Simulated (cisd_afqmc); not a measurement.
Input (AFQMC/CISD/aug-cc-pVDZ; cisd_afqmc is a phaseless AFQMC code with CISD trial states that reads the integrals written by Ansatz):

Ansatz 0.2 input:
```python
import cisd_afqmc

open("ham.yaml", "w").write("""\
crystal:
  periodic: [false, false, false]
  atoms:
    - {symbol: F, position_ang: [0.00000000, 0.00000000, 0.00000000]}
basis:
  gaussian:
    orbitals: aug-cc-pVDZ
magnetization: {spin_polarized: true, initial_magnetization: 1}
correlation: {method: ccsd, electrons: outside_noble_gas, hamiltonian_folder: ham}
scf: {lower_state_search: full}
""")
rep = cisd_afqmc.ansatz("ham.yaml")
e_ccsd = rep["correlation"]["coupled_cluster"]["energy"]["hartree"]
out = cisd_afqmc.run("ham", e_ccsd, trial="CISD", walkers=200, populations=8, threads=8, dt=0.005, steps=40, early=24, settle=10, least=32,
    cut=5e-5, rank_cut=2e-4, target=0.0004, seconds=1500, seed=1, memory=12960, gpu=False)
```

Output:

```
orbitals 22, occupied [4, 3], factors 85 of 122, rank of the doubles 95 of 129
E(HF) = -99.381092
E(CCSD) on the cut factors = -99.547740, shift to the whole factors -0.000007
Energy of the trial state on the determinant = -99.547868
  tau behind 7.2 of longer steps, mean of the populations' last blocks
   2.0  -99.55029
   4.0  -99.55015
   6.0  -99.55021
   8.0  -99.55036
blocks 393 (7 outliers left out), error by blocks joined: 1: 0.00004, 2: 0.00005, 4: 0.00005, 8: 0.00005, 16: 0.00005
E(AFQMC/CISD) = -99.55016 +/- 0.00005
```
